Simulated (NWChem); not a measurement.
**Correlation energy of HLi**

```
Li
H 1 1.5976
```
Charge 0, spin multiplicity 1.

All runs are NWChem calculations. Structure: optimised with PBE0/def2-SVP, a minimum by its harmonic frequencies.

Basis set: def2-SVP. Each correlation energy counts from its own Hartree-Fock reference.

The correlated methods freeze no orbitals. The structure started from a generated list of species. No row is a measurement; the coupled-cluster row has its own basis-set and correlation limits.

### Question
One of these methods gave a correlation energy of -29.2 mHa. Which?
A) SCS-MP2
B) MP2
C) CCSD+T(CCSD)

### Answer
C, CCSD+T(CCSD). The others give -22.1 (MP2), -26.3 (SCS-MP2).
